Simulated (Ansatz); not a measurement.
in.yaml

```yaml
crystal:
  periodic: [false, false, false]
  atoms:
    - {symbol: Si, position_ang: [0.000000, 0.000000, 0.000000]}
    - {symbol: H, position_ang: [0.000000, 0.000000, 1.557600]}
basis:
  gaussian: {orbitals: aug-cc-pVDZ}
magnetization: {spin_polarized: false, initial_magnetization: 1}
correlation: {active_space: {window: {electrons: 40, orbitals: 30}}}
accuracy: high
```

```sh
$ ansatz run in.yaml --threads 1 --pin off --events-out ev --progress --plain --max-ram 2393MiB
```

(1) One thing in this input was set wrong on purpose, beside settings that are merely unusual. What is the gravest fault, and what does the program do?

Results:

(1) Impossible active window. How the run ends: stopped by an error.
```
609 factors; integrals over basis functions are off by at most 3.8e-9 eV
mean field evaluation 1: about -7875.3176 eV, gradient 6.0e0 eV
mean field evaluation 2: about -7875.3185 eV, gradient 6.0e0 eV
mean field evaluation 4: about -7875.6719 eV, gradient 4.8e-1 eV
mean field evaluation 8: about -7875.6740 eV, gradient 8.1e-5 eV
mean field evaluation 16: about -7875.6740 eV, gradient 2.5e-2 eV
mean field -7875.67404586 eV, -289.4256828618 hartree, gradient 7.7e-9 eV, S^2 0.750000; 2 other end points of the search recorded, 0 dependent functions left out
reference -7875.67404586 eV, -289.4256828618 hartree; 8, 7 occupied and 28, 29 virtual orbitals, 609 factors
Error: 40 electrons in 30 orbitals form no window around the highest filled level of the reference
```
